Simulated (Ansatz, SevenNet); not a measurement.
Elastic constant C44 (GPa) of 29 elemental solids other than molecular ones, computed with the machine-learned potential SevenNet-0 (trained on PBE and PBE+U data) and with r²SCAN in Ansatz (PAW). The set holds measured phases with no doubt noted on the run or the magnetic state but for the caveats below. 4 more of the class have both values but aren't in it, for one of these reasons: built or high-temperature cells, doubts on the run or the magnetic state, unlike cells, values of zero, layered or molecular crystals. Solids without a value at one level (not run, failed, or a magnetic order lost), or held back for tests, aren't counted.

All rows, in order of the shift (worked out from unrounded values):

| solid | SevenNet-0 | r²SCAN | shift (%) |
|---|---|---|---|
| bcc K | 7.56 | 2.68 | -65 |
| fcc Pt | 78.0 | 58.7 | -25 |
| fcc Sr | 11.2 | 8.93 | -20 |
| fcc Pd | 72.9 | 60.1 | -17.5 |
| bcc Li | 9.64 | 11.3 | +17.7 |
| diamond-structure Si | 57.9 | 81.4 | +41 |
| bcc Na | 4.57 | 6.49 | +42 |
| diamond | 354 | 587 | +66 |
| fcc Al | 24.1 | 40.4 | +68 |
| hcp Sc | 13.6 | 23.6 | +74 |
| fcc Ca | 9.49 | 17.4 | +83 |
| fcc Cu | 50.2 | 93.7 | +87 |
| hcp Mg | 10.9 | 22.2 | +104 |
| fcc Ag | 21.3 | 45.7 | +114 |
| fcc Rh | 90.5 | 197 | +118 |
| fcc Pb | 7.29 | 17.1 | +134 |
| double-hcp La | 4.08 | 12.3 | +200 |
| hcp Y | 7.35 | 23.3 | +217 |
| fcc Ir | 85.9 | 277 | +222 |
| hcp Zr | 10.6 | 34.4 | +224 |
| hcp Tc | 42.5 | 140 | +230 |
| hcp Ti | 15.1 | 51.7 | +241 |
| hcp Be | 49.5 | 178 | +259 |
| fcc Au | 8.67 | 31.7 | +265 |
| hcp Re | 37.4 | 164 | +337 |
| hcp Os | 59.9 | 276 | +360 |
| hcp Zn | 7.03 | 43.6 | +519 |
| diamond-structure Ge | 10.4 | 67.3 | +547 |
| hcp Cd | 0.43 | 16.6 | +3733 |

The shift from SevenNet-0 to r²SCAN has a median of +118 %, and eight in ten lie between -18.0 % and +392 %; r²SCAN is the larger in 25 of 29. Each level is at its own cell, so the shift holds the change of volume too.

Ansatz's runs of these crystals have no spin polarisation. Meta-GGA and hybrid levels favour moments, which can bear on fcc Pd, hcp Sc, fcc Pt, hcp Ti, hcp Y, fcc Rh.

Spin–orbit coupling is left out, also for the solids with elements from indium on (fcc Pt, hcp Os, double-hcp La, fcc Ir, hcp Re, fcc Pb, fcc Au); its size isn't shown.

Each level is taken at its own relaxed cell. Ansatz's density-functional and Hartree–Fock values are scalar-relativistic unless marked +SOC, with PAW data made under PBE.

Ansatz is a program for electronic structure.
